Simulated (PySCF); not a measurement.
pyrazine (C₄H₄N₂), SMILES c1nccnc1.

The structure is a stationary point at PBE0-D3(BJ)/def2-SVP.

These are PBE0-D3(BJ)/def2-SVP (PySCF) values and carry that method's errors.

No scaling factor is applied to the harmonic values.

Computed normal modes with their intensities:
```
mode  ν (cm⁻¹)  IR (km/mol)  Raman (Å⁴/amu)  depolarisation  moving atoms (share of kinetic energy)
----  --------  -----------  --------------  --------------  --------------------------------------
1          350          0.0             0.0               –                          C 60 %, H 40 %
2          441         21.5             0.0               –                          N 64 %, C 28 %
3          604          0.0             3.0            0.67                          N 65 %, C 31 %
4          727          0.0             7.3            0.75                           C 85 %, N 8 %
5          791          0.0             1.0            0.75                  C 42 %, N 35 %, H 23 %
6          809         22.0             0.0               –                          H 87 %, C 12 %
7          952          0.0             2.3            0.75                          H 78 %, C 22 %
8         1005          0.0             0.3            0.75                          H 69 %, C 30 %
9         1017          0.0             0.0               –                          H 60 %, C 40 %
10        1037         40.7             0.0               –                  N 51 %, C 39 %, H 10 %
11        1069          0.0            37.2            0.10                  C 62 %, N 24 %, H 15 %
12        1101          8.8             0.0               –                          H 58 %, C 35 %
13        1178         10.4             0.0               –                          H 56 %, C 41 %
14        1253          0.0            21.1            0.59                          H 80 %, C 18 %
15        1304          1.4             0.0               –                          C 58 %, N 42 %
16        1362          0.0             1.4            0.75                          H 84 %, N 11 %
17        1456         36.6             0.0               –                  H 46 %, C 38 %, N 16 %
18        1528          1.4             0.0               –                  C 52 %, H 38 %, N 11 %
19        1648          0.0             7.0            0.75                          C 51 %, N 47 %
20        1662          0.0            18.4            0.44                  C 80 %, H 10 %, N 10 %
21        3180          0.0           149.5            0.75                                  H 92 %
22        3182          3.1             0.0               –                           H 92 %, C 8 %
23        3194         51.3             0.0               –                           H 91 %, C 9 %
24        3201          0.0           383.6            0.15                           H 91 %, C 9 %
```
